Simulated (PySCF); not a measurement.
**Solvent effects on NMR parameters**

Numbering as in the mapped SMILES `[CH2:1]=[C:2]([F:3])[C:4]#[N:5]`; H(Xn) means a hydrogen on atom n. Ha(C1) is cis to F3; Hb(C1) is trans to F3.

GIAO PBE0/pcSseg-1 in PySCF on one PBE0-D3(BJ)/def2-SVP conformer, non-relativistic, equivalent nuclei averaged. Solvents enter as an IEF-PCM continuum (chloroform with ε = 4.7) around the gas-phase geometry. Shifts are referred to TMS, CFCl3 computed in the same medium.

Gas phase, δ in ppm: C2 147.1, C4 117.5, C1 116.1, F3 -103.6, Ha(C1) 5.70, Hb(C1) 5.56. Dipole moment 3.34 D.

(1) How does each δ change in the continuum?

(2) Which nuclei move most (in ppm), and what does the model miss?

## Answers

(1) 
| atoms | environment | Δδ, chloroform |
| --- | --- | --- |
| C2 | fully substituted alkene carbon | -1.1 |
| C4 | nitrile carbon | +3.0 |
| C1 | terminal =CH2 carbon | +6.7 |
| F3 | vinylic fluorine | -7.3 |
| Ha(C1) | hydrogen on a terminal =CH2 carbon | +0.48 |
| Hb(C1) | hydrogen on a terminal =CH2 carbon | +0.48 |

Changes are relative to the gas phase. The dipole moment becomes 4.12 D in chloroform.

(2) F3 (vinylic fluorine, -7.3 ppm) in chloroform. A continuum only polarises the solute; specific hydrogen bonds, the anisotropy of aromatic solvents and changes of geometry or conformer are outside it.
